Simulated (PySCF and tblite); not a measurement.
Results of a calculation; reference values are marked as such.
C5H10, numbered as in [CH2:1]=[CH:2][CH2:3][CH2:4][CH3:5]. Conformer-averaged GIAO shifts at 298.15 K against TMS at the same level, unscaled (PySCF, tblite), from 3 protocols:

A: shieldings PBE0/pcSseg-1 (IEF-PCM, chloroform); weights PBE0-D3(BJ)/pcSseg-1 (IEF-PCM, chloroform) // PBE0-D3(BJ)/def2-SVP; 5 conformers.
B: shieldings LDA/pcSseg-1; weights OLYP-D3(BJ)/def2-SVPD // PBE0-D3(BJ)/def2-SVP; 4 conformers.
C: shieldings PBE0/pcSseg-1; weights PBE0-D3(BJ)/def2-TZVP // PBE0-D3(BJ)/def2-SVP; 5 conformers.

| signal | measured (ppm) | A | B | C |
| --- | --- | --- | --- | --- |
| H3 | 2.02 | 2.02 | 2.09 | 1.97 |
| H4 | 1.43 | 1.32 | 1.38 | 1.30 |
| H5 | 0.91 | 0.95 | 0.95 | 0.96 |
| C3 | 36.2 | 40.0 | 43.9 | 39.8 |
| C4 | 22.4 | 25.1 | 25.6 | 24.9 |
| C5 | 13.6 | 15.4 | 14.2 | 15.3 |

Measured: Pretsch, Buehlmann, Badertscher, Structure Determination of Organic Compounds, 4th ed. (2009); solvent: not stated per compound (mostly CDCl3 or CCl4).

**Question.** Which protocol comes closest to experiment?

**Answer.** For ¹³C protocol C has the smallest mean absolute error, but the gap to the next is too small to matter. For ¹H protocol A has the smallest mean absolute error, but the gap to the next is too small to matter.
```tsv
nucleus	ppm	A	B	C
¹³C	mean absolute error	2.8	3.8	2.6
¹³C	scatter about the mean error	0.8	2.9	0.8
¹H	mean absolute error	0.05	0.05	0.08
¹H	scatter about the mean error	0.06	0.05	0.07
```

For scale, the study of C=CCCC took 64 s on 1 thread of Intel Xeon Platinum 8375C @ 2.90GHz, shared host (rough), launched as `OMP_NUM_THREADS=1 python ens_run.py task.json out`.
